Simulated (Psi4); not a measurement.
# B3LYP/6-31G(d) (Cartesian functions) run of CH4AlN (SMILES C#[N+][AlH3-])

Aim: the energy change on altering one bond length of CH4AlN at B3LYP/6-31G* (Cartesian functions), from 2 runs. 

The calculation is run with Psi4 1.11.

3 further runs of the same task are left out: 1 that didn't finish, 2 set aside as unsound or not needed.

### Step 1. The system as given

The species is CH4AlN (7 atoms), meant as a singlet with charge 0. SMILES: `C#[N+][AlH3-]`. Geometry: a GFN2-xTB relaxation, a rough one for these elements and not checked as a minimum.

Bond lengths: C1–N2 1.139 Å, N2–Al3 2.000 Å, C1–H4 1.060 Å, Al3–H5 1.564 Å, Al3–H6 1.565 Å, Al3–H7 1.566 Å. Angles: C1–N2–Al3 178.2°, N2–C1–H4 179.8°, N2–Al3–H5 97.0°, N2–Al3–H6 96.3°, N2–Al3–H7 96.1°, H5–Al3–H6 118.7°, H5–Al3–H7 118.8°, H6–Al3–H7 118.7°.

### Step 2. Energy and gradient at B3LYP/6-31G(d) (Cartesian functions)

job.in reads:

```
memory 1600 MB

molecule {
  0 1
  C     -0.725960    -1.719500     0.228770
  N     -0.304390    -0.672260     0.076330
  Al     0.484780     1.150880    -0.155310
  H     -1.120610    -2.692910     0.372220
  H     -0.078600     1.420840    -1.589300
  H     -0.233890     1.806040     1.070950
  H      1.978670     0.706910    -0.003660
  symmetry c1
}

set puream false
set e_convergence 1e-09
set d_convergence 1e-08
set scf_type pk
set dft_radial_points 99
set dft_spherical_points 590

gradient("b3lyp/6-31G*")
print_variables()
```

On the command line:

```bash
psi4 -i job.in -o job.out -n 1
```

job.out:

```text
[...]
  Running in c1 symmetry.
[...]
  Nuclear repulsion =   83.929207868011247
[...]
  Multiplicity = 1
[...]
  Nalpha       = 15
  Nbeta        = 15
[...]
    Number of basis functions: 57
[...]
   @RKS iter   1:  -337.47419013158418   -5.57271e-01   1.03325e-02 ADIIS/DIIS
[...]
   @RKS iter  10:  -337.65259593443670   -1.26761e-11   7.26422e-09 DIIS
[...]
    Orbital Energies [Eh]
    ---------------------
    Doubly Occupied:
       1A    -55.993153     2A    -14.433472     3A    -10.318478
       4A     -4.084926     5A     -2.641637     6A     -2.635459
       7A     -2.635454     8A     -1.002341     9A     -0.671338
      10A     -0.538424    11A     -0.438845    12A     -0.438837
      13A     -0.351893    14A     -0.266562    15A     -0.266479
[...]
  @RKS Final Energy:  -337.65259593443670
   => Energetics <=
    Nuclear Repulsion Energy =             83.9292078680112468
    One-Electron Energy =                -630.9969954269740811
    Two-Electron Energy =                 235.5781940402681300
    DFT Exchange-Correlation Energy =     -26.1630024157419356
    Empirical Dispersion Energy =           0.0000000000000000
    VV10 Nonlocal Energy =                  0.0000000000000000
    Total Energy =                       -337.6525959344366470
[...]
 Multipole Moments:
 ------------------------------------------------------------------------------------
     Multipole            Electronic (a.u.)      Nuclear  (a.u.)        Total (a.u.)
 ------------------------------------------------------------------------------------
 L = 1.  Multiply by 2.5417464519 to convert [e a0] to [Debye]
 Dipole X            :         -0.9751836            0.0303027           -0.9448809
 Dipole Y            :         -2.2459069           -0.0136428           -2.2595497
 Dipole Z            :          0.2770651            0.0294718            0.3065370
 Magnitude           :                                                    2.4682645
[...]
  -Total Gradient:
     Atom            X                  Y                   Z
    ------   -----------------  -----------------  -----------------
       1        0.007829333313     0.018364313630    -0.002584501507
       2       -0.006402583081    -0.015088041690     0.002248856873
       3       -0.000912782338    -0.002272150229     0.000203293233
       4        0.003371242834     0.008345690594    -0.001146588677
       5        0.002533203774    -0.003674243065     0.009041197725
       6        0.003332814727    -0.006134044200    -0.007129146264
       7       -0.009751440691     0.000458701166    -0.000633474219
[...]
```

Wall time 20 s (1 thread of Intel Xeon Platinum 8488C (Sapphire Rapids), shared host); peak memory 0.81 GiB.

### Step 3. The distorted shape

ch4aln.xyz reads:

```xyz
7
CH4AlN
C     -0.789186    -1.876562     0.251632
N     -0.304390    -0.672260     0.076330
Al     0.484780     1.150880    -0.155310
H     -1.183836    -2.849972     0.395082
H     -0.078600     1.420840    -1.589300
H     -0.233890     1.806040     1.070950
H      1.978670     0.706910    -0.003660
```

ch4aln_ase.py reads:

```python
import numpy as np
from ase.calculators.psi4 import Psi4
from ase.io import read

atoms = read('ch4aln.xyz')
calc = Psi4(atoms=atoms, method='b3lyp', basis='6-31G*', memory='1600MB', num_threads=1, charge=0, multiplicity=1, label='psi4-calc')
calc.psi4.set_options({'puream': False, 'e_convergence': 1e-09, 'd_convergence': 1e-08, 'scf_type': 'pk', 'dft_radial_points': 99, 'dft_spherical_points': 590})
atoms.calc = calc

forces = atoms.get_forces()
print(f'energy: {atoms.get_potential_energy():.6f} eV')
print('forces / eV A^-1')
print(np.round(forces, 5))
```

On the command line:

```bash
python ch4aln_ase.py
```

psi4-calc.dat:

```text
[...]
  Running in c1 symmetry.
[...]
  Nuclear repulsion =   80.403225133845666
[...]
  Multiplicity = 1
[...]
  Nalpha       = 15
  Nbeta        = 15
[...]
    Number of basis functions: 57
[...]
   @RKS iter   1:  -337.38938654086064   -7.02680e-01   1.11827e-02 ADIIS/DIIS
[...]
   @RKS iter  12:  -337.60879675068469    5.68434e-14   2.09163e-09 DIIS
[...]
    Orbital Energies [Eh]
    ---------------------
    Doubly Occupied:
       1A    -55.998300     2A    -14.461066     3A    -10.351134
       4A     -4.089899     5A     -2.646702     6A     -2.640379
       7A     -2.640371     8A     -0.933853     9A     -0.683364
      10A     -0.532103    11A     -0.398258    12A     -0.398228
      13A     -0.356802    14A     -0.269487    15A     -0.269421
[...]
  @RKS Final Energy:  -337.60879675068469
   => Energetics <=
    Nuclear Repulsion Energy =             80.4032251338456661
    One-Electron Energy =                -624.0414135975826184
    Two-Electron Energy =                 232.0641670213439909
    DFT Exchange-Correlation Energy =     -26.0347753082917777
    Empirical Dispersion Energy =           0.0000000000000000
    VV10 Nonlocal Energy =                  0.0000000000000000
    Total Energy =                       -337.6087967506846894
[...]
 Multipole Moments:
 ------------------------------------------------------------------------------------
     Multipole            Electronic (a.u.)      Nuclear  (a.u.)        Total (a.u.)
 ------------------------------------------------------------------------------------
 L = 1.  Multiply by 2.5417464519 to convert [e a0] to [Debye]
 Dipole X            :         -0.9147137            0.0117012           -0.9030125
 Dipole Y            :         -2.1089473           -0.0598514           -2.1687986
 Dipole Z            :          0.2610511            0.0361979            0.2972490
 Magnitude           :                                                    2.3680110
[...]
  -Total Gradient:
     Atom            X                  Y                   Z
    ------   -----------------  -----------------  -----------------
       1       -0.095710021204    -0.237889018970     0.034624871044
       2        0.095367867255     0.236819668466    -0.034303111543
       3       -0.000944966450    -0.002061352600     0.000138817071
       4        0.004752207897     0.011523142276    -0.001614302090
       5        0.002689379676    -0.003359630618     0.009020095332
       6        0.003505077476    -0.005816011837    -0.007192355277
       7       -0.009658708565     0.000783676474    -0.000673602837
[...]
```

The script printed:

```text
energy: -9186.803294 eV
forces / eV A^-1
[[ 4.921610e+00  1.223275e+01 -1.780480e+00]
 [-4.904010e+00 -1.217776e+01  1.763940e+00]
 [ 4.859000e-02  1.060000e-01 -7.140000e-03]
 [-2.443700e-01 -5.925400e-01  8.301000e-02]
 [-1.382900e-01  1.727600e-01 -4.638300e-01]
 [-1.802400e-01  2.990700e-01  3.698500e-01]
 [ 4.966700e-01 -4.030000e-02  3.464000e-02]]
```

It took 15 s on 1 thread of Intel Xeon Platinum 8488C (Sapphire Rapids), shared host; peak memory 0.82 GiB.

### Step 4. What came out

At B3LYP/6-31G* (Cartesian functions):

```
                                                         quantity          value
                                        first shape: total energy  -337.65260 Eh
                                       first shape: dipole moment         6.27 D
                                         first shape: HOMO energy       -7.25 eV
                                         first shape: LUMO energy       -1.31 eV
                                       first shape: HOMO–LUMO gap        5.95 eV
                            first shape: largest force on an atom     1.035 eV/Å
                                    distorted shape: total energy  -337.60880 Eh
                                   distorted shape: dipole moment         6.02 D
                                     distorted shape: HOMO energy       -7.33 eV
                                     distorted shape: LUMO energy       -2.63 eV
                                   distorted shape: HOMO–LUMO gap        4.70 eV
                        distorted shape: largest force on an atom    13.305 eV/Å
energy change with the C1–N2 bond stretched from 1.139 to 1.310 Å       1.192 eV
```

What this shows: With the C1–N2 bond stretched from 1.139 to 1.310 Å the energy rises by 1.19 eV (27 kcal/mol). The first shape isn't relaxed at this level, so the change isn't measured from a minimum. The largest force (first shape) is 1.04 eV/Å: the shape isn't a stationary point for this species at this level.
